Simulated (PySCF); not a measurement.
chloroform (CHCl3), SMILES ClC(Cl)Cl. Atoms are numbered in the order given.

```xyz
5

Cl     1.4730    -0.8504    -0.0839
C      0.0000     0.0000     0.4540
Cl     0.0000     1.7009    -0.0839
Cl    -1.4730    -0.8504    -0.0839
H      0.0000     0.0000     1.5571
```

Coordinates come from a PBE-D3(BJ)/def2-SVP optimisation.

All values below come from SMD-PBE0/6-31G* (PySCF).

Solvation free energies are E(SMD) − E(gas) at the gas-phase geometry, for 1 M in both phases. In vacuum the dipole moment is 1.29 D.

| solvent | ΔG(solv) (kcal/mol) | its non-electrostatic (CDS) part | dipole (D) |
|---|---|---|---|
| water | -1.5 | 1.5 | 1.73 |
| tetrahydrofuran | -4.7 | -2.4 | 1.63 |
| ethylethanoate | -4.7 | -2.5 | 1.61 |
